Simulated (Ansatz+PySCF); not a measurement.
The numbers below are computed, except where a source is named.
Input for PySCF 2.14.0:

```python
from pyscf import gto, scf, mp

# the (T+d) and (D+d) sets load through basis_set_exchange
mol = gto.M(atom="""
P 0.293290 0.001390 0.002640
H -0.101350 0.016670 1.353200
H -0.090570 -1.166200 -0.663970
H -0.096790 1.167630 -0.693270
""", basis={'H': 'cc-pvtz', 'P': 'cc-pv(t+d)z'}, charge=1, spin=1)
mf = scf.UHF(mol)
mf.kernel()
pt = mp.MP2(mf, frozen=5).run()
print(mf.e_tot, pt.e_corr, pt.e_tot)
```

The script is written out from the run's settings.

Results

```
Converged                       : yes
Reference energy                : -342.17562 hartree
Correlation energy              : -0.12994 hartree
Total energy                    : -342.30556 hartree
Spin squared of the determinant : 0.757
```
